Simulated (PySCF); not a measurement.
**The bond of CN, level by level**

What are the lowest state that PBE0 finds, the bond length, vibrational wavenumber and bond energy of CN, and how much do these hang on the method?

The runs use PySCF 2.14.0; C x2c-TZVPPall, N x2c-TZVPPall, spin-free X2C with a Gaussian nucleus.

### 1 The job

The job is set up so:

| Property | Result |
| --- | --- |
| atoms | C, N |
| charge | 0 |
| basis | C x2c-TZVPPall, N x2c-TZVPPall |
| Hamiltonian | spin-free X2C with a Gaussian nucleus |
| basis functions | 62 |
| electrons treated | 13 |
| masses in u | 12.0000, 14.0031 |
| levels | PBE0, PBE, r²SCAN, TPSS, B97-3, TPSSh, M06-2X, CAM-B3LYP, HF, MP2, SCS-MP2, CCSD, CCSD(T) |
| grid | 80 radial by 434 angular points |
| occupations | held fixed by the projection of orbital angular momentum |
| dissociation limit | C + N, each in its ground configuration |
| starting distance in angstrom | 1.365 |
| values of 2S to try | 1, 3, 5 |

The runs that follow: PBE0 along the bond; Higher solutions at PBE0; PBE (GGA); r²SCAN (meta-GGA); TPSS; B97-3 (global hybrid GGA); TPSSh (hybrid meta-GGA); M06-2X; CAM-B3LYP (range-separated hybrid); ROHF (mean field); Adding correlation.

Q: Predict the outcome of this session. Wanted: for each run, Re; ωe; De; μ.

As calculated:

Lowest PBE0 solution found, without spin–orbit coupling: ²Σ⁺ (doublet), unpaired electrons σ ↑. State 2 has its PBE0 minimum 0.96 eV higher. State 3 has its PBE0 minimum 5.06 eV higher. State 4 has its PBE0 minimum 7.26 eV higher. The other levels ran on the lowest alone.

```tsv
level	Re (Å)	ωe (cm⁻¹)	De (eV)	μ (D)
ROHF	1.128	2455	3.77	-2.32
ROHF-MP2	1.191	1809	7.85	n/a
ROHF-SCS-MP2	1.186	1867	7.72	n/a
ROHF-CCSD	1.167	2141	7.01	n/a
ROHF-CCSD(T)	1.178	2057	7.43	n/a
PBE	1.174	2093	8.55	-1.12
TPSS	1.172	2094	7.92	-1.18
r²SCAN	1.164	2148	7.71	-1.42
TPSSh	1.167	2130	7.64	-1.31
PBE0	1.160	2183	7.73	-1.48
B97-3	1.160	2177	7.72	-1.44
M06-2X	1.152	2243	7.67	-1.85
CAM-B3LYP	1.155	2201	7.63	-1.55
```

De is counted to C + N in their ground configurations. A positive dipole means C(−)N(+).

In words: The methods spread over 0.063 Å in bond length, from ROHF to ROHF-MP2. Of the levels with a De here, ROHF gives the least (3.77 eV) and PBE the most (8.55 eV).

Correlated steps freeze 2 core orbitals. T1 is 0.057 near the minimum (highest on the curve 0.057), which may point to more than one leading configuration.
